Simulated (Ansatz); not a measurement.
**AlSiH₃ (triplet): from Hartree-Fock to the top rungs, cc-pVDZ**

The task here is to estimate one member of a computed series from the others.

Method: cc-pVDZ, core rule «outside noble gas», up to 10 orbitals frozen; program: Ansatz 0.2.0, Gaussian basis.

Plan: UHF; CCSD(T) on ROHF; CCSD(T) on UHF; BCCD(T) on ROHF; CISD; CCSDT(Q) on ROHF; CCSDT(Q) on UHF.

3 further runs of the same task are left out: 2 for a known fault of the program, 1 set aside as unsound or not needed.

**The geometry**

The geometry is a PBE0/def2-TZVP stationary point (not a proven minimum) of the parent state, kept for this charge and spin.

5 atoms, charge 0, spin multiplicity 3.

Atoms are counted from 1 here; the program's logs count them from 0.

Bond lengths: Si1–Al2 2.263 Å, Si1–H3 1.620 Å, Si1–H4 1.620 Å, Al2–H3 1.904 Å, Al2–H4 1.904 Å, Al2–H5 1.593 Å. Angles: Al2–Si1–H3 55.8°, Al2–Si1–H4 55.8°, H3–Si1–H4 78.5°, Si1–Al2–H3 44.7°, Si1–Al2–H4 44.7°, Si1–Al2–H5 156.6°, H3–Al2–H4 65.1°, H3–Al2–H5 118.2°, H4–Al2–H5 118.2°, Si1–H3–Al2 79.5°, Si1–H4–Al2 79.5°.

Coordinates:

```xyz
5
AlH3Si
Si   -0.0068    0.0000    1.1479
Al   -0.0741    0.0000   -1.1139
H     0.8288    1.0249    0.2130
H     0.8288   -1.0249    0.2130
H     0.5154    0.0000   -2.5943
```

Set-up of the first run:

Contents of in.yaml:

```yaml
crystal:
  periodic: [false, false, false]
  atoms:
    - {symbol: Si, position_ang: [-0.006834, 0.000000, 1.147946]}
    - {symbol: Al, position_ang: [-0.074061, 0.000000, -1.113916]}
    - {symbol: H, position_ang: [0.828756, 1.024945, 0.213016]}
    - {symbol: H, position_ang: [0.828757, -1.024944, 0.213016]}
    - {symbol: H, position_ang: [0.515433, 0.000000, -2.594301]}
basis:
  gaussian: {orbitals: cc-pVDZ}
magnetization: {spin_polarized: true, initial_magnetization: 2}
hamiltonian: {xc: hf}
output: {orbitals: {seedname: orbitals}}
```

Run with:

```
> ansatz run in.yaml --threads 1 --pin off --events-out ev --progress --plain --max-ram 4096MiB --backend cpu
```

Steps of the session up to this table: UHF; CCSD(T) on ROHF; CCSD(T) on UHF; BCCD(T) on ROHF; CISD; CCSDT(Q) on ROHF; CCSDT(Q) on UHF.

One of the session's tables, all rows but one given; the rest of the session is left out.

```
   method  from UCCSDT(Q) (meV)
     ROHF               +5300.1
      UHF               +5150.8
     RMP2               +1242.8
     UMP2               +1262.8
     CISD                +592.2
    RCCSD                     ?
    UCCSD                +198.1
 RCCSD(T)                 +45.6
 UCCSD(T)                 +45.3
  BCCD(T)                 +44.8
   RCCSDT                  +7.9
   UCCSDT                  +7.3
RCCSDT(Q)                  +0.8
UCCSDT(Q)                     0
```

Q: Estimate the row for RCCSD from the others.

As computed: from UCCSDT(Q) (meV): +202.9. In the column «from UCCSDT(Q) (meV)» it lies between UCCSD (+198.1) and CISD (+592.2).

Caveats from the session: Restricted and unrestricted rows rest on different reference determinants; where their highest levels disagree by more than a few hundredths of an eV, they describe different states and don't form one ladder.
